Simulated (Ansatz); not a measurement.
Species, as SMILES: [Cl][Al][Cl], doublet.
Atoms: Al1, Cl2, Cl3. Bonds: Al1-Cl2, Al1-Cl3.

Basis-set convergence of the harmonic zero-point energy at HF with Ansatz (a quantum-chemistry and plane-wave program). Each level at its own minimum, finite differences of forces, unscaled; the reference is a large set that could be run, not a limit. Cartesian d functions, on some or all atoms, in 6-311G**, 6-311+G**; all else is spherical. The program fits the integrals of some runs and decomposes those of others, by size. Open shells are unrestricted. No added dispersion term, no relativity. Reference: the value in aug-pcseg-2, 1.76 kcal/mol. Deviations are taken from unrounded values.

| basis | functions | harmonic zero-point energy (kcal/mol) |
|---|---|---|
| def2-SVP | 54 | 1.78 |
| def2-SVPD | 78 | 1.72 |
| pcseg-1 | 54 | 1.73 |
| aug-pcseg-1 | 81 | 1.72 |
| cc-pV(D+d)Z | 69 | 1.72 |
| aug-cc-pV(D+d)Z | 96 | 1.70 |
| 6-311G** | 81 | 1.76 |
| 6-311+G** | 93 | 1.75 |
| pcseg-2 | 102 | 1.77 |
| aug-pcseg-2 | 150 | 1.76 |
| def2-TZVP | 111 | 1.75 |
| def2-TZVPD | 135 | 1.75 |
| cc-pV(T+d)Z | 117 | 1.75 |
| aug-cc-pV(T+d)Z | 165 | 1.75 |
| def2-TZVPP | 126 | 1.75 |
| def2-TZVPPD | 150 | 1.75 |

What the diffuse functions change, pair by pair:
- def2-SVP to def2-SVPD: 24 more functions, deviation 0.03 to -0.03 kcal/mol
- pcseg-1 to aug-pcseg-1: 27 more functions, deviation -0.03 to -0.04 kcal/mol
- cc-pV(D+d)Z to aug-cc-pV(D+d)Z: 27 more functions, deviation -0.03 to -0.06 kcal/mol
- 6-311G** to 6-311+G**: 12 more functions, deviation 0.00 to 0.00 kcal/mol
- pcseg-2 to aug-pcseg-2: 48 more functions, deviation 0.02 to 0.00 kcal/mol
- def2-TZVP to def2-TZVPD: 24 more functions, deviation 0.00 to -0.01 kcal/mol
- cc-pV(T+d)Z to aug-cc-pV(T+d)Z: 48 more functions, deviation -0.01 to -0.01 kcal/mol
- def2-TZVPP to def2-TZVPPD: 24 more functions, deviation 0.00 to -0.01 kcal/mol

Leaving out the reference's own pair, they bring the value nearer the reference by more than 0.01 kcal/mol in 0 of 7 pairs.
